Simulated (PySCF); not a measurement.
Scan of [H···H···SiH], doublet

Starting geometry:

```xyz
4

H    -2.3974    0.0479    0.0000
H    -1.6524    0.0479    0.0000
Si    0.1266    0.0479    0.0000
H     0.5230   -1.4316    0.0000
```

From there atom H2 is moved from one fragment to the other while all else, the fragments' distance too, stays fixed; atoms are numbered as listed. Energies are in eV, counted from the starting geometry at the same level.

Basis 6-31G; PySCF 2.14.0. Only valence electrons are correlated (noble-gas cores frozen). R marks a restricted (for open shells ROHF) determinant.

The RHF row is the lowest restricted solution found. The determinant for coupled cluster was chosen by trial CCSD, here up to 0.38 eV above the lowest Hartree–Fock solution of its kind, and MP2 stands on that determinant too. A value is left out where its run failed or describes another state than the reference as far as symmetry and spin tell, or, spin-broken singlets apart, can't be checked.

Full CI is exact within this basis and frozen core; it isn't the basis-set limit.

```json
{"distance H1-H2 (Å)": "0.693", "full CI": "0.005", "unpaired electrons (full CI)": "1.04", "error RHF": "-0.045", "error RMP2": "-0.018", "error RCCSD": "-0.002", "error RCCSD(T)": "-0.001", "error RCCSDT": "0.000"}
{"distance H1-H2 (Å)": "0.745", "full CI": "0.000", "unpaired electrons (full CI)": "1.04", "error RHF": "0.000", "error RMP2": "0.000", "error RCCSD": "0.000", "error RCCSD(T)": "0.000", "error RCCSDT": "0.000"}
{"distance H1-H2 (Å)": "0.793", "full CI": "0.084", "unpaired electrons (full CI)": "1.05", "error RHF": "0.048", "error RMP2": "0.021", "error RCCSD": "0.003", "error RCCSD(T)": "0.001", "error RCCSDT": "0.000"}
{"distance H1-H2 (Å)": "0.842", "full CI": "0.232", "unpaired electrons (full CI)": "1.06", "error RHF": "0.106", "error RMP2": "0.049", "error RCCSD": "0.006", "error RCCSD(T)": "0.002", "error RCCSDT": "0.000"}
{"distance H1-H2 (Å)": "0.890", "full CI": "0.420", "unpaired electrons (full CI)": "1.07", "error RHF": "0.174", "error RMP2": "0.083", "error RCCSD": "0.011", "error RCCSD(T)": "0.004", "error RCCSDT": "0.000"}
{"distance H1-H2 (Å)": "0.939", "full CI": "0.641", "unpaired electrons (full CI)": "1.10", "error RHF": "0.259", "error RMP2": "0.129", "error RCCSD": "0.018", "error RCCSD(T)": "0.007", "error RCCSDT": "0.001"}
{"distance H1-H2 (Å)": "0.987", "full CI": "0.876", "unpaired electrons (full CI)": "1.15", "error RHF": "0.360", "error RMP2": "0.186", "error RCCSD": "0.027", "error RCCSD(T)": "0.011", "error RCCSDT": "0.001"}
{"distance H1-H2 (Å)": "1.036", "full CI": "1.129", "unpaired electrons (full CI)": "1.22", "error RHF": "0.432", "error RMP2": "0.259", "error RCCSD": "0.040", "error RCCSD(T)": "0.016", "error RCCSDT": "0.002"}
{"distance H1-H2 (Å)": "1.084", "full CI": "1.388", "unpaired electrons (full CI)": "1.32", "error RHF": "–", "error RMP2": "0.347", "error RCCSD": "0.055", "error RCCSD(T)": "0.021", "error RCCSDT": "0.002"}
```

Unpaired electrons are Σ n²(2−n)² over natural occupations. Errors are those of relative energies. In total energy the starting point itself misses full CI by: RHF 2.036, RMP2 0.629, RCCSD 0.025, RCCSD(T) 0.008, RCCSDT 0.001 eV.

Spread of the error over the points with a reference, to 1.084 Å (largest less smallest): RCCSDT 0.003, RCCSD(T) 0.022, RCCSD 0.057, RMP2 0.366, RHF 0.477 (8 of 9 points) eV.
